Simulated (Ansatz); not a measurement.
Bulk modulus B0 (GPa) of elemental metals (32 solids), computed with PBE (PAW; Ansatz, an electronic-structure program) and with PBE-D3(BJ) (Ansatz, plane waves, PAW). The set holds measured phases with no doubt noted on the run or the magnetic state but for the caveats below. 1 more of the class have both values but aren't in it, for one of these reasons: built or high-temperature cells, doubts on the run or the magnetic state, unlike cells, values of zero, layered or molecular crystals. Solids without a value at one level (not run, failed, or a magnetic order lost), or held back for tests, aren't counted.

Every twentieth of the way through the set, in order of the shift (worked out from unrounded values):

```
solid                        PBE  PBE-D3(BJ)  shift (%)
--------------------------  ----  ----------  ---------
bcc Ba                      8.70        8.98       +3.3
bcc W                        303         318       +5.1
fcc Ca                      17.4        18.3       +5.5
hcp Sc                      54.2        57.5       +6.1
hcp Tc                       300         318       +6.2
fcc Sr                      11.6        12.4       +6.8
bcc Nb                       169         181       +7.2
hcp Ti                       112         121       +8.2
hcp Be                       123         133       +8.5
fcc Rh                       257         281       +9.5
bcc Cs                      1.96        2.16      +10.2
hcp Mg                      36.0        39.9      +10.8
fcc Al                      76.9        86.1      +11.9
bcc Li                      13.9        15.6      +12.3
bcc Rb                      2.78        3.16      +13.5
fcc Pb                      39.2        44.8      +14.2
fcc Pd                       168         193      +14.9
bcc K                       3.58        4.15      +16.0
body-centred tetragonal In  35.5        41.7      +17.3
fcc Cu                       141         167      +18.3
hcp Tl                      26.2        32.0        +22
```

The shift from PBE to PBE-D3(BJ) has a median of +10.0 %, and eight in ten lie between +5.6 % and +17.2 %; PBE-D3(BJ) is the larger in 32 and the smaller in 0 of 32. Each level is at its own cell, so the shift holds the change of volume too.

Ansatz's runs of these crystals have no spin polarisation, but for bcc Fe, fcc Ni.

Density-functional runs with spin start from parallel moments for bcc Fe, parallel moments for fcc Ni.

Spin–orbit coupling is left out, also for the solids with elements from indium on (bcc Ta, body-centred tetragonal In, fcc Pt, bcc Ba, white tin (β-Sn), bcc W, hcp Tl, bcc Cs, fcc Pb, fcc Au); its size isn't shown.

In Ansatz's fits of the non-cubic solids, shape and atoms are relaxed at each volume.

Caveats cover the rows that aren't shown too.

Each level is taken at its own relaxed cell. Caveats: the cell is over a tenth larger than the published one: the level's own overestimate first of all, though another phase or state, or a fault of the published cell, is possible (PBE: hcp Tl). Ansatz's density-functional and Hartree–Fock values are scalar-relativistic unless marked +SOC, with PAW data made under PBE.
